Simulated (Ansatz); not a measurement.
**Structure optimisation: cobalt, hcp**

These are results of DFT, PBEsol, plane waves (420 eV) with PAW, scalar-relativistic (Ansatz), not measurements. The PAW files were generated under PBE, with cores re-solved for the functional.

k-point mesh 14×14×8, Fermi-Dirac smearing 0.05 eV, starting moments 1.70 ×2 μB. Cell and atoms relax.

Starting structure:

```yaml
crystal:
  lattice:
    - [2.5070990085, 0.0, 0.0]
    - [-1.2535495042, 2.1712114311, 0.0]
    - [0.0, 0.0, 4.0686]
  atoms:
    - { symbol: Co, position: [0.3333333333, 0.6666666667, 0.25], spin: 1.7 }
    - { symbol: Co, position: [0.6666666667, 0.3333333333, 0.75], spin: 1.7 }
hamiltonian:
  xc: pbesol
  pseudopotentials:
    kind: paw
    azcp:
      Co: "pseudopotentials/Co.paw.azcp"
basis:
  ecutwfc: 420
  fft_grid_basis: typed
kpoints:
  mp_grid: { grid: [14, 14, 8], shift: [0, 0, 0] }
magnetization:
  spin_polarized: true
scf:
  occupations: { method: fermi_dirac, width: 0.05 }
relax:
  max_steps: 60
  f_tol: 0.01
  cell: {}
```

Task: What cell does the relaxation end in?

Result: P6_3/mmc (spin ignored) with a = 2.454 Å, c = 3.968 Å (c/a = 1.617); 10.34 Å³ per atom against 11.07 at the start (-6.6 %).

Task: How much energy does the relaxation gain?

Result: 34.2 meV per atom.

Task: Which magnetic state does it end in?

Result: ferromagnetic, net 1.53 μB per atom; moments 1.60 ×2 μB.
